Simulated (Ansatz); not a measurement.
C3H6O3 can be A, `COC(O)C=O`, or B, `COC(=O)OC`.

Computed with Ansatz on PBE0-D4/def2-TZVP structures; ΔE is electronic, products minus reactants. CCSD(T)/CBS adds triple-zeta CCSD(T) − MP2 to the extrapolated MP2 energy (def2 sets, frozen cores). Functionals use def2-TZVPP. Each species was taken in one conformer, which may not be the lowest.

A:

```xyz
12

C     1.030   -1.417   -0.529
O     0.182   -0.318   -0.785
C    -0.093    0.441    0.352
O    -0.828   -0.220    1.313
C    -0.855    1.645   -0.183
O    -1.968    1.894    0.187
H     1.201   -1.915   -1.482
H     0.568   -2.117    0.172
H     1.992   -1.081   -0.121
H     0.853    0.770    0.815
H    -1.747    0.071    1.211
H    -0.336    2.247   -0.950
```

B:

```xyz
12

C    -1.100   -0.132   -2.032
O    -1.072    0.360   -0.697
C     0.000    0.000    0.000
O     0.906   -0.681   -0.400
O    -0.103    0.524    1.217
C     0.983    0.220    2.084
H    -1.092   -1.223   -2.041
H    -0.241    0.234   -2.596
H    -2.025    0.244   -2.464
H     0.753    0.713    3.026
H     1.921    0.599    1.675
H     1.070   -0.858    2.231
```

**Question.** Which isomer does CCSD(T)/CBS put lower? Give the gap. (Best estimate.)

**Answer.** The calculation gave: B, by 21.8 kcal/mol.

**Question.** Give E(B) − E(A) in kcal/mol with r2SCAN-D4, CCSD(T)/def2-TZVPP, HF/def2-TZVPP, B2PLYP, PBE0-D4, MP2/def2-TZVPP, PBE-D4. (Estimate.)

**Answer.** Computed: r2SCAN-D4 -26.2, CCSD(T)/def2-TZVPP -22.3, HF/def2-TZVPP -26.4, B2PLYP -24.0, PBE0-D4 -24.6, MP2/def2-TZVPP -23.2, PBE-D4 -24.1. None reverses the order clearly.

Largest T1 diagnostic: 0.014.

In def2-TZVPP, CCSD(T) changes the Hartree–Fock value by +4.1 kcal/mol (the triples alone add +0.1 kcal/mol) and MP2 by +3.3 kcal/mol.
